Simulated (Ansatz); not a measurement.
System: rock-salt LiCl. Method: G0W0@PBE0 (Ansatz, a first-principles code, plane waves, hard PAW, contour deformation).

The same calculation (at the measured cell, 16.973 Å³/atom) with different numerical settings; throughout: k mesh 2×2×2:

```json
[
 {"run": "1", "response cutoff (eV)": "100", "empty bands": "142", "quasiparticle gap on the mesh (eV)": "9.291", "quasiparticle gap at Γ (eV)": "9.291", "rough time": "20 core-s"},
 {"run": "2", "response cutoff (eV)": "150", "empty bands": "260", "quasiparticle gap on the mesh (eV)": "9.415", "quasiparticle gap at Γ (eV)": "9.415", "rough time": "30 core-s"},
 {"run": "3", "response cutoff (eV)": "200", "empty bands": "401", "quasiparticle gap on the mesh (eV)": "9.485", "quasiparticle gap at Γ (eV)": "9.485", "rough time": "50 core-s"},
 {"run": "4", "response cutoff (eV)": "250", "empty bands": "560", "quasiparticle gap on the mesh (eV)": "9.518", "quasiparticle gap at Γ (eV)": "9.518", "rough time": "100 core-s"},
 {"run": "5", "response cutoff (eV)": "300", "empty bands": "736", "quasiparticle gap on the mesh (eV)": "9.540", "quasiparticle gap at Γ (eV)": "9.540", "rough time": "3 core-min"},
 {"run": "6", "response cutoff (eV)": "400", "empty bands": "1133", "quasiparticle gap on the mesh (eV)": "9.564", "quasiparticle gap at Γ (eV)": "9.564", "rough time": "5 core-min"}
]
```

In the column quasiparticle gap on the mesh (eV) the first row differs from the last by -0.273 and the next to last by -0.024.

The last row is no converged limit: other settings stay fixed.

Note: GW on a hybrid start was not checked against another program.
